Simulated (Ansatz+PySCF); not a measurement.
The numbers below are computed, except where a source is named.
Several solutions for singlet AlH

```xyz
2

Al    0.0000    0.0000   -0.1096
H     0.0000    0.0000    1.4247
```

Basis set: def2-SVP (spherical functions). Charge 0, multiplicity 1.

UHF was run from several starts with Ansatz (development build ahead of 0.2.0) and PySCF 2.14.0.

```tsv
run	program	start	converged	energy (hartree)	<S²>
A	PySCF	guess huckel, instabilities followed	yes	-242.37035	0.15
B	Ansatz	stability test followed	yes	-242.37035	0.15
C	PySCF	guess minao, instabilities followed	yes	-242.37035	0.15
D	PySCF	guess 1e, instabilities followed	yes	-242.37035	0.15
E	Ansatz	search for the lowest state	yes	-242.37035	0.15
F	PySCF	program defaults	yes	-242.36996	0.00
G	PySCF	guess atom, instabilities followed	yes	-242.37035	0.15
H	Ansatz	atomic start, no search	yes	-242.36996	0.00
```

**Question.** Which runs reached the lowest solution of this kind, and what is wrong with the others?

**Answer.** A, B, C, D, E, G reached the lowest solution found. Converged but too high: F by 0.01 eV, H by 0.01 eV. Convergence only shows a stationary point, and even a stable one can lie too high; stability tests and further starts are what find lower ones. Caution: the unrestricted determinant is spin contaminated. Caution: the determinant breaks the point group.
